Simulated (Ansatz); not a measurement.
Input file:

```yaml
crystal:
  periodic: [false, false, false]
  atoms:
    - {symbol: Ge, position_ang: [-0.015433, -0.009008, 1.726129]}
    - {symbol: B, position_ang: [-0.016266, -0.025151, -0.247834]}
    - {symbol: H, position_ang: [0.031698, 0.034159, -1.478296]}
basis:
  gaussian: {orbitals: cc-pVDZ}
magnetization: {spin_polarized: false}
hamiltonian: {xc: {name: PBE}}
correlation: {method: ccsdt, electrons: outside_noble_gas}
```

```sh
$ ansatz run in.yaml --threads 1 --pin off --events-out ev --progress --plain --max-ram 2393MiB
```

**Question.** Roughly how long does this take on 1 thread of AMD EPYC, shared host, and how much host memory?

**Answer.** 16 s wall and 0.16 GiB.

```
853 factors; integrals over basis functions are off by at most 1.4e-7 eV
mean field evaluation 1: about -57193.6832 eV, gradient 2.4e1 eV
mean field evaluation 2: about -57193.6808 eV, gradient 2.4e1 eV
mean field evaluation 4: about -57196.1648 eV, gradient 3.7e0 eV
mean field evaluation 8: about -57196.2152 eV, gradient 2.1e0 eV
mean field evaluation 16: about -57196.2100 eV, gradient 2.3e0 eV
mean field evaluation 32: about -57196.2367 eV, gradient 2.5e-2 eV
mean field evaluation 64: about -57196.1626 eV, gradient 3.8e0 eV
mean field evaluation 96: about -57196.2374 eV, gradient 1.5e-1 eV
mean field evaluation 128: about -57189.3036 eV, gradient 1.0e1 eV
mean field -57196.23741936 eV, -2101.9229561592 hartree, gradient 2.3e-10 eV, S^2 0.000000; 7 other end points of the search recorded, 0 dependent functions left out; unrestricted orbitals would lower it
unrestricted determinant -57157.63281433 eV, -2100.5042630917 hartree, S^2 1.0112
15 core orbitals not correlated: weight in the atoms' cores, before any rotation towards them, 0.999 or more for the frozen orbitals, at most 0.000 for the correlated occupied ones
reference -57156.17399325 eV, -2100.4506524057 hartree; 4, 4 occupied and 27, 27 virtual orbitals, 853 factors
second order -4.02419809 eV of doubles, -0.23370586 eV of singles
cycle   1  -4.70268131 eV  change   -4.5e-1 eV  update   8.8e-2
...
cycle  23  -5.31046856 eV  change   -5.8e-6 eV  update   2.1e-6
cycle  24  -5.31047228 eV  change   -3.7e-6 eV  update   1.4e-6
cycle  25  -5.31047493 eV  change   -2.6e-6 eV  update   8.8e-7
cycle  26  -5.31047358 eV  change    1.3e-6 eV  update   4.9e-7
cycle  27  -5.31047396 eV  change   -3.8e-7 eV  update   3.6e-7
cycle  28  -5.31047439 eV  change   -4.3e-7 eV  update   3.5e-7
cycle  29  -5.31047450 eV  change   -1.1e-7 eV  update   1.7e-7
cycle  30  -5.31047484 eV  change   -3.4e-7 eV  update   1.4e-7
cycle  31  -5.31047526 eV  change   -4.2e-7 eV  update   1.9e-7
cycle  32  -5.31047523 eV  change    3.5e-8 eV  update   7.2e-8
WARN: these amplitudes may be one of several solutions (largest doubles amplitude 0.64, level shift 0.00 eV)
Total energy: -57161.48446848 eV, -2100.6458087707 hartree
```
